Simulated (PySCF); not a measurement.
Molecule: SMILES [SiH3][SiH3], H$_{6}$Si$_{2}$.

Numbering as in the mapped SMILES `[SiH3:1][SiH3:2]`. Hydrogens are named by the atom that carries them.

Geometry PBE0-D3(BJ)/def2-SVP throughout; GIAO in PySCF, gas phase, one conformer, non-relativistic; equivalent atoms averaged; functional PBE0.

Question: How do the shifts δ (against TMS at the same level) depend on the basis set? (ppm; last column core-seconds on shared hosts with different chips, so compare them loosely)

Answer: 
```tsv
basis set	functions	Si1/Si2	H(Si1)/H(Si2)	core-s
STO-3G	24	-84.4	1.48	1
6-31G	38	-83.6	3.15	1.7
pcSseg-0	38	-167.1	3.18	2.5
6-31G*	48	-71.9	3.69	2
def2-SVP	66	-102.1	3.56	2.2
cc-pVDZ	66	-91.1	3.56	4.5
pcSseg-1	78	-107.7	3.57	5
6-311+G(2d,p)	106	-108.1	3.86	4
aug-cc-pVDZ	108	-101.7	3.71	7.9
def2-TZVP	110	-111.2	3.85	4.3
IGLO-III	148	-109.2	3.74	11
cc-pVTZ	152	-106.6	3.63	12
pcSseg-2	170	-110.8	3.61	11
```

Question: Which nucleus moves most, in ppm?

Answer: Si1/Si2 (silicon bonded to Si, 3 H): from -167.1 ppm with pcSseg-0 to -71.9 ppm with 6-31G*. The smallest spread is 2.38 ppm, at H(Si1)/H(Si2).

Question: Taking the largest basis, pcSseg-2 (170 functions), as the yardstick, rank the others by their worst heavy-atom deviation.

Answer: def2-TZVP 0.4 ppm (110 functions), IGLO-III 1.6 ppm (148 functions), 6-311+G(2d,p) 2.7 ppm (106 functions), pcSseg-1 3.1 ppm (78 functions), cc-pVTZ 4.3 ppm (152 functions), def2-SVP 8.7 ppm (66 functions), aug-cc-pVDZ 9.1 ppm (108 functions), cc-pVDZ 19.7 ppm (66 functions), STO-3G 26.4 ppm (24 functions), 6-31G 27.2 ppm (38 functions), 6-31G* 38.9 ppm (48 functions), pcSseg-0 56.3 ppm (38 functions).

A small basis that lands close on one nucleus may do so by chance; judge by the trend and by all nuclei.
